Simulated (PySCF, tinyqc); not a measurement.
Inside a calculation. Method: CISD on RHF in the sto-3g basis, frozen core, for OH-, spin multiplicity 1. The basis has no diffuse functions, so it cannot describe the extra electron: this is an exercise in the method, not the real anion. The lowest restricted solution is unstable here: a spin-polarised one lies 0.0000 hartree lower (PySCF). One step of it, computed by the program tinyqc.

Problem. Orthogonalisation. S = U s U^T; symmetric (Loewdin) form X = U s^(-1/2) U^T, so that X^T S X = 1.

overlap S, lower triangle:
```
           1O 1s     1O 2s    1O 2px    1O 2py    1O 2pz     2H 1s
1O 1s   1.000000
1O 2s   0.236704  1.000000
1O 2px  0.000000  0.000000  1.000000
1O 2py  0.000000  0.000000  0.000000  1.000000
1O 2pz  0.000000  0.000000  0.000000  0.000000  1.000000
2H 1s   0.016247  0.207906  0.000000  0.000000  0.205255  1.000000
```

Give: eigenvalues of S; X.

Solution.

eigenvalues of S: 0.658  0.853  1.000  1.000  1.131  1.357

X, lower triangle:
```
         1O 1s   1O 2s  1O 2px  1O 2py  1O 2pz  2H 1s
1O 1s    1.022
1O 2s   -0.125   1.040
1O 2px   0.000   0.000   1.000
1O 2py   0.000   0.000   0.000   1.000
1O 2pz  -0.002   0.018   0.000   0.000   1.017
2H 1s    0.012  -0.112   0.000   0.000  -0.109  1.034
```
